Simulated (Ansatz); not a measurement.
# C3H6FNO: the cost of one run

Program: Ansatz 0.2.0. Level of theory: RKS PBE-D4/6-31G. These are calculated values, not measurements.

## Step 1: The starting structure

Bond lengths: C1–C2 1.545 Å, C2–O3 1.455 Å, O3–C4 1.369 Å, C4–N5 1.243 Å, C4–F6 1.389 Å, C1–H7 1.045 Å, C1–H8 1.087 Å, C1–H9 1.146 Å, C2–H10 1.108 Å, C2–H11 1.074 Å, N5–H12 1.022 Å. Angles (14 of 17 angles, heavy atoms first): C1–C2–O3 110.3°, C2–O3–C4 112.4°, O3–C4–N5 127.4°, O3–C4–F6 113.9°, N5–C4–F6 118.2°, C1–C2–H10 107.0°, C1–C2–H11 108.8°, O3–C2–H10 110.4°, O3–C2–H11 108.9°, C2–C1–H7 112.1°, C2–C1–H8 105.9°, C2–C1–H9 108.2°, C4–N5–H12 105.9°, H10–C2–H11 111.5°.

As a file:

```xyz
12

C     0.0395   -1.6906    1.0451
C     0.3243   -0.5415    0.0519
O    -0.6771    0.5053    0.1919
C    -0.4155    1.5878   -0.6050
N     0.4595    1.6858   -1.4827
F    -1.3632    2.5982   -0.5087
H     0.7345   -2.4658    0.9585
H    -0.9767   -2.0171    0.8385
H     0.0031   -1.2495    2.1027
H     1.3308   -0.1467    0.2930
H     0.2841   -0.9305   -0.9487
H     0.3336    2.6094   -1.9025
```

## Step 2: End point A

Input file input.yaml:

```yaml
crystal:
  periodic: [false, false, false]
  atoms:
    - { symbol: C, position_ang: [0.0395, -1.6906, 1.0451] }
    - { symbol: C, position_ang: [0.3243, -0.5415, 0.0519] }
    - { symbol: O, position_ang: [-0.6771, 0.5053, 0.1919] }
    - { symbol: C, position_ang: [-0.4155, 1.5878, -0.605] }
    - { symbol: "N", position_ang: [0.4595, 1.6858, -1.4827] }
    - { symbol: F, position_ang: [-1.3632, 2.5982, -0.5087] }
    - { symbol: H, position_ang: [0.7345, -2.4658, 0.9585] }
    - { symbol: H, position_ang: [-0.9767, -2.0171, 0.8385] }
    - { symbol: H, position_ang: [0.0031, -1.2495, 2.1027] }
    - { symbol: H, position_ang: [1.3308, -0.1467, 0.293] }
    - { symbol: H, position_ang: [0.2841, -0.9305, -0.9487] }
    - { symbol: H, position_ang: [0.3336, 2.6094, -1.9025] }
basis:
  gaussian: { orbitals: "6-31G" }
hamiltonian:
  xc: pbe
  dispersion: d4
relax:
  f_tol: 0.015
  max_steps: 40
output:
  orbitals: {}
```

Run with:

```bash
> ansatz run input.yaml --threads 1 --pin off --max-ram 2048MiB --backend cpu --events-out ev --progress --plain --runs-dir out
```

Q: Estimate wall time and peak memory on 1 thread of Arm Neoverse V1, shared host.

About 32 s, with a peak of 0.17 GiB.
